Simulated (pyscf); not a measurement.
Homolytic dissociation enthalpies at 298 K of Se–Zn, S–Zn, Te–Zn bonds in 7 gas-phase molecules, in eV. Structures and frequencies: ωB97X-D3(BJ)/def2-SVP in PySCF. Both columns use the same structures and thermal terms. Rows were drawn at random from the closed-shell molecules with such a bond whose radicals are computed, keep their shape and have no isomer in the data more than 5 kcal/mol lower.

```
row       molecule             radicals  B3LYP-D3(BJ)/def2-TZVP  ωB97M-D3(BJ)/def2-TZVP
---  -------------  -------------------  ----------------------  ----------------------
1    H₃Si–Se–Zn–Cl  H₃Si–Se• + [Cl–Zn]•                    3.12                    3.20
2     H₃Si–S–Zn–Cl   H₃Si–S• + [Cl–Zn]•                    3.33                    3.52
3      H₃C–S–Zn–SH    H₃C–S• + [HS–Zn]•                    3.05                       ?
4       HO–S–Zn–SH     HO–S• + [HS–Zn]•                    2.58                    2.76
5    H₃Si–Te–Zn–Cl  H₃Si–Te• + [Cl–Zn]•                    2.82                    2.84
6       H₃C–Zn–TeH     [H₃C–Zn]• + TeH•                    2.89                    2.95
7       H₃C–Zn–SeH     [H₃C–Zn]• + SeH•                    3.26                    3.35
```

Question: Fit a line that carries the B3LYP-D3(BJ) values to the last column and predict row 3.

Answer: In the 6 complete rows the last column lies 0.02 to 0.19 eV from B3LYP-D3(BJ) (mean 0.10, median 0.09). Least squares gives y = 0.04 + 1.02·x with residuals of 0.06 eV (root mean square). For row 3: 0.04 + 1.02 × 3.05 = 3.15 eV. The computed value is 3.24 eV, 0.09 over the line. Left out: the spin-orbit lowering of SeH, TeH, which is large for Br, Se, Te and I. The term symbol of open-shell Cl–Zn was not checked; spin-orbit terms are left out. Elements up to Kr have no core potential and no relativistic terms here. Elements past Kr carry the def2 core potentials, without spin-orbit coupling.
